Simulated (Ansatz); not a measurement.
How far a parabola holds: energy against volume of bcc W

We consider bcc W, described by PBEsol (Ansatz, a program for electronic structure, plane waves, PAW). Numerical settings: plane-wave cutoff 520 eV, 24×24×24 k mesh, Fermi–Dirac smearing 0.05 eV, no spin polarisation, scalar-relativistic PAW data made under PBE. The cell has no free parameter but its volume, all volumes share cutoff and mesh, and the runs aren't spin-polarised. Energies are free energies at the run's smearing, counted from the lowest row; static lattice.

| V (Å³/atom) | E (meV/atom) |
|---|---|
| 15.060 | 27.11 |
| 15.374 | 6.56 |
| 15.688 | 0.00 |
| 16.002 | 6.08 |
| 16.315 | 23.57 |
| 16.629 | ? |

The 5 complete rows are fitted with a parabola, E against V. With u = V - 15.7, the rows have u = -0.6400, -0.3260, -0.0120, 0.3020, 0.6150. Least squares gives E = -0.036 - 0.812·u + 64.390·u². Residuals (row less fit): 0.252, -0.512, 0.017, 0.489, -0.249; standard error 0.560 (degrees of freedom: 2). The fitted curve has its minimum at V = 15.7, where E = -0.04. Its curvature is d²E/dV² = 2 × 64.390 meV/Å⁶, so B = V0·d²E/dV² × 0.1602 = 324 GPa.

Problem. What does the fit predict for E at V = 16.629, and how far is the calculated value from it?

Solution. u = 0.9290, so E = -0.036 - 0.812 × 0.9290 + 64.390 × 0.9290² = 54.781 meV/atom. The calculation gives 51.36 meV/atom, 3.421 meV/atom below the prediction (6.7 % of the range of E in the table). The row lies outside the fitted rows, so this is an extrapolation. From the scatter of the fitted rows alone, a prediction at this place has a standard error of 1.325 meV/atom, so the miss is 2.6 times that.

The residuals are curvature that a parabola lacks, not noise. A solid that stiffens under compression and softens on expansion lies above the parabola at the compressed end and under it at the expanded end, as this row does. A third-order Birch-Murnaghan fit to the whole scan has B0 = 322 GPa. Only scans are tabulated whose curvature falls smoothly with volume, and where the parabola meets the shown rows within 5 % of their range and misses the end by 0.1 meV or more.

Measured, for comparison: bulk modulus 312 GPa (zero-point energy and finite temperature contributions removed, sources range from 300 to 328; as tabulated in doi:10.1021/acs.jctc.3c00612). Computed less measured: bulk modulus +3.2 % (inside the range of the sources held).

Spin–orbit coupling is not included.
